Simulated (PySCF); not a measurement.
H3Si (SMILES [SiH3]), doublet, at a GFN2-xTB geometry; PBE/STO-3G in PySCF.

The PySCF input:
```python
from pyscf import gto, scf, dft

mol = gto.M(
    atom='''
Si    0.00172380    0.00046639    0.05606838
H    -0.01025152    1.41163100   -0.27334508
H     1.21691602   -0.70748096   -0.29344641
H    -1.23079768   -0.71067955   -0.21816587
''',
    basis='sto-3g',
    spin=1,
    verbose=4,
)

mf = dft.ROKS(mol)
mf.xc = 'pbe'
mf.kernel()
mf.analyze()
```

The log (banner, timings and long lists left out):

```
PySCF version 2.14.0

[INPUT] verbose = 4
[INPUT] num. atoms = 4
[INPUT] num. electrons = 17
[INPUT] charge = 0
[INPUT] spin (= nelec alpha-beta = 2S) = 1
[INPUT] symmetry False subgroup None
[INPUT] Mole.unit = angstrom
[INPUT] Symbol           X                Y                Z      unit          X                Y                Z       unit  Magmom
[...]
nuclear repulsion = 15.9851288985513
number of shells = 8
number of NR pGTOs = 36
number of NR cGTOs = 12
basis = sto-3g
ecp = {}

******** <class 'pyscf.dft.roks.ROKS'> ********
method = ROKS
initial guess = minao
damping factor = 0
level_shift factor = 0
DIIS = <class 'pyscf.scf.diis.CDIIS'>
diis_start_cycle = 1
diis_space = 8
diis_damp = 0
SCF conv_tol = 1e-09
SCF conv_tol_grad = None
SCF max_cycles = 50
direct_scf = True
direct_scf_tol = 1e-13
num. doubly occ = 8  num. singly occ = 1
XC library pyscf.dft.libxc version 7.1.2
    S. Lehtola, C. Steigemann, M. J. T. Oliveira, and M. A. L. Marques,  SoftwareX 7, 1–5 (2018)
XC functionals = pbe
    J. P. Perdew, K. Burke, and M. Ernzerhof,  Phys. Rev. Lett. 77, 3865 (1996)
    J. P. Perdew, K. Burke, and M. Ernzerhof,  Phys. Rev. Lett. 78, 1396 (1997)
    J. P. Perdew, K. Burke, and M. Ernzerhof,  Phys. Rev. Lett. 77, 3865 (1996)
    J. P. Perdew, K. Burke, and M. Ernzerhof,  Phys. Rev. Lett. 78, 1396 (1997)
radial grids:
    Treutler-Ahlrichs [JCP 102, 346 (1995); DOI:10.1063/1.469408] (M4) radial grids

becke partition: Becke, JCP 88, 2547 (1988); DOI:10.1063/1.454033
pruning grids: <function nwchem_prune>
grids dens level: 3
symmetrized grids: False
atomic radii adjust function: <function treutler_atomic_radii_adjust>
small_rho_cutoff = 0
Set gradient conv threshold to 3.16228e-05
tot grids = 48608
init E= -287.369376678487
[...]
cycle= 1 E= -287.663251846548  delta_E= -0.294  |g|= 0.0745  |ddm|= 1.56
[...]
cycle= 2 E= -287.664931002914  delta_E= -0.00168  |g|= 0.0517  |ddm|= 0.22
[...]
cycle= 3 E= -287.666205177729  delta_E= -0.00127  |g|= 0.00317  |ddm|= 0.0872
[...]
cycle= 4 E= -287.666212209023  delta_E= -7.03e-06  |g|= 0.000331  |ddm|= 0.00767
[...]
cycle= 5 E= -287.666212384042  delta_E= -1.75e-07  |g|= 1.06e-05  |ddm|= 0.00141
[...]
cycle= 6 E= -287.66621238416  delta_E= -1.18e-10  |g|= 1.93e-07  |ddm|= 3.77e-05
[...]
Extra cycle  E= -287.666212384159  delta_E= 3.41e-13  |g|= 8.19e-08  |ddm|= 1.41e-06
converged SCF energy = -287.666212384159
**** SCF Summaries ****
Total Energy =                        -287.666212384159451
Nuclear Repulsion Energy =              15.985128898551338
One-electron Energy =                 -432.247069694298375
Two-electron Energy =                  128.595728411587572
Two-electron Coulomb Energy =          150.518014643225342
DFT Exchange-Correlation Energy =      -21.922286231637770
HOMO-LUMO gap [eV] =                     7.098308102047496
**** MO energy ****
                Roothaan           | alpha              | beta
[...]
 ** Mulliken pop on meta-lowdin orthogonal AOs  **
 ** Mulliken pop  **
[...]
 ** Mulliken atomic charges  **
charge of    0Si =      0.30202
charge of    1H =     -0.10067
charge of    2H =     -0.10067
charge of    3H =     -0.10067
Dipole moment(X, Y, Z, Debye):  0.00263,  0.00071,  0.08553
```
